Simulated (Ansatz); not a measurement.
# CH₃NaS: one species, many methods

An exercise on one series of results from a longer session: the logs are not shown, and one member is left open.

The runs use Ansatz 0.2.0, Gaussian basis; functionals in def2-TZVPP, the program's frozen cores in correlated methods.

Levels to be run: LDA (SPW92), PBE-D4, revPBE-D4, BLYP-D4, r2SCAN-D4, B97M-V, PBE0-D4, B3LYP-D4, r2SCANh-D4, r2SCAN0-D4, HSE06-D4, BHLYP-D4, CAM-B3LYP-D4, LC-ωPBE, ωB97X-V, ωB97M-V, B2PLYP, PBE-QIDH; CCSD(T)/def2-SVP; CCSD(T)/def2-TZVPP; MP2/def2-QZVPP; extrapolation to the limit; RPA on PBE.

## The relaxed structure

All runs share one geometry, relaxed beforehand with PBE0-D4 in a triple-zeta def2 set.

SMILES `C[S][Na]`, 6 atoms, charge 0, spin multiplicity 1.

Atoms are counted from 1 here; the program's logs count them from 0.

Bond lengths: C1–S2 1.822 Å, C1–H4 1.092 Å, C1–H5 1.092 Å, C1–H6 1.092 Å, S2–Na3 2.478 Å. Angles: S2–C1–H4 108.5°, S2–C1–H5 112.2°, S2–C1–H6 112.2°, H4–C1–H5 107.6°, H4–C1–H6 107.6°, H5–C1–H6 108.6°, C1–S2–Na3 107.5°.

Set-up of the first run:

Contents of in.yaml:

```yaml
crystal:
  periodic: [false, false, false]
  atoms:
    - {symbol: C, position_ang: [-0.413059, 0.331722, -0.391937]}
    - {symbol: S, position_ang: [-0.168930, -1.222360, 0.527131]}
    - {symbol: Na, position_ang: [2.035293, -1.083021, 1.651546]}
    - {symbol: H, position_ang: [-1.385677, 0.292656, -0.886910]}
    - {symbol: H, position_ang: [0.344861, 0.476737, -1.165006]}
    - {symbol: H, position_ang: [-0.412488, 1.204265, 0.265176]}
basis:
  gaussian: {orbitals: def2-TZVPP}
hamiltonian: {xc: lda}
output: {orbitals: {seedname: orbitals}}
```

Among the steps run: LDA; PBE-D4 (GGA); revPBE-D4 (GGA); BLYP-D4 (GGA); r2SCAN-D4 (meta-GGA); B97M-V (meta-GGA); PBE0-D4 (hybrid); B3LYP-D4 (hybrid); r2SCANh-D4 (hybrid); r2SCAN0-D4 (hybrid); HSE06-D4 (hybrid); BHLYP-D4 (hybrid); CAM-B3LYP-D4 (range-separated); LC-ωPBE-D4 (range-separated; the results give it without D4); ωB97X-V (range-separated); ωB97M-V (range-separated); B2PLYP (double hybrid); PBE-QIDH (double hybrid).

One of the session's tables, all rows but one given; the rest of the session is left out.

It belongs to the step «Orbital energies across the functionals». 

| functional | HOMO (eV) | LUMO (eV) | gap (eV) |
| --- | --- | --- | --- |
| LDA (SPW92) | -3.84 | -2.18 | 1.66 |
| PBE-D4 | -3.73 | -2.17 | 1.56 |
| revPBE-D4 | -3.68 | -2.15 | 1.52 |
| BLYP-D4 | -3.64 | -2.24 | 1.41 |
| r2SCAN-D4 | -3.79 | -1.60 | 2.19 |
| B97M-V | -3.90 | -2.08 | 1.82 |
| PBE0-D4 | -4.74 | -1.64 | 3.11 |
| B3LYP-D4 | -4.59 | -1.93 | 2.65 |
| r2SCANh-D4 | -4.19 | -1.47 | 2.73 |
| r2SCAN0-D4 | -4.81 | -1.28 | 3.53 |
| HSE06-D4 | -4.35 | -1.95 | 2.41 |
| BHLYP-D4 | -5.72 | -1.34 | 4.38 |
| CAM-B3LYP-D4 | -6.03 | -1.18 | 4.85 |
| LC-ωPBE | -7.27 | -0.42 | 6.85 |
| ωB97X-V | -6.96 | -0.39 | 6.57 |
| ωB97M-V | ? | ? | ? |

**Question.** Estimate the row for ωB97M-V.

**Answer.** HOMO (eV): -6.88; LUMO (eV): -0.86; gap (eV): 6.02. In the column «HOMO (eV)» it lies between ωB97X-V (-6.96) and CAM-B3LYP-D4 (-6.03).
